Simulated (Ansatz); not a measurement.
Gas-phase electronic energies from Ansatz, PBE0-D4/def2-TZVP geometries. CCSD(T)/CBS adds triple-zeta CCSD(T) − MP2 to the extrapolated MP2 energy (def2 sets, frozen cores). This one scheme is used for every species. Functionals use def2-TZVPP. Triplets are unrestricted, without spin–orbit coupling. One conformer a species, not always the lowest.

Reaction (formal loss of a carbene): `CC(C)C(C)S` → `[CH2]` (triplet) + `CC(C)CS`

CCSD(T)/CBS gives +4.54 eV.

Task: Another level gave +4.45 eV. Which?
A. PBE/def2-TZVPP
B. ωB97X-V/def2-TZVPP
C. r2SCAN-D4/def2-TZVPP
D. PBE0/def2-TZVPP

Result: A. PBE 4.45, r2SCAN-D4 4.27, PBE0 4.38, ωB97X-V 4.61 eV.

Largest T1 diagnostic among the species: 0.011.

The D4 term adds +0.16 eV with B3LYP and +0.09 eV with PBE0; it sums over pairs of atoms, weighted by their polarisabilities, and B3LYP, whose exchange is more repulsive, gets the larger term. From PBE to PBE0 (25 % exact exchange), in def2-TZVPP and without D4, ΔE moves by −0.07 eV.

B3LYP here is the variant with VWN-RPA as its local correlation; programs differ in this.
